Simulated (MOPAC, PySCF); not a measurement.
C₂H₂O₂, SMILES `O=CC=O` (O–C–C–O torsion 180°), neutral singlet in the gas phase. 

Cartesian coordinates (Å):
```xyz
6

O      1.3427    -0.2601    -1.0551
C      0.7586    -0.0589    -0.0231
C     -0.7586     0.0590     0.0231
O     -1.3427     0.2601     1.0551
H      1.2633     0.0552     0.9599
H     -1.2633    -0.0551    -0.9599
```
Charge 0, multiplicity 1.

All levels are single points at this geometry (r2SCAN-D4/def2-TZVP); Pople sets use spherical d functions. Orbital energies aren't observables, and empty levels follow the basis.

```
level                         HOMO (eV)  LUMO (eV)  gap (eV)  dipole (D)  vertical IE, Delta-SCF (eV)
----------------------------  ---------  ---------  --------  ----------  ---------------------------
r2SCAN-D4/def2-TZVP in PySCF      -6.57      -4.17      2.40        0.00                        10.07
B3LYP/3-21G in PySCF              -6.99      -2.87      4.12        0.00                            –
B3LYP/6-311+G** in PySCF          -7.75      -3.54      4.21        0.00                            –
B3LYP/6-31G* in PySCF             -7.30      -3.05      4.25        0.00                        10.20
HF/6-31G* in PySCF               -11.79       1.43     13.23        0.00                            –
PM7 in MOPAC                     -10.24      -1.08      9.15        0.00                            –
```
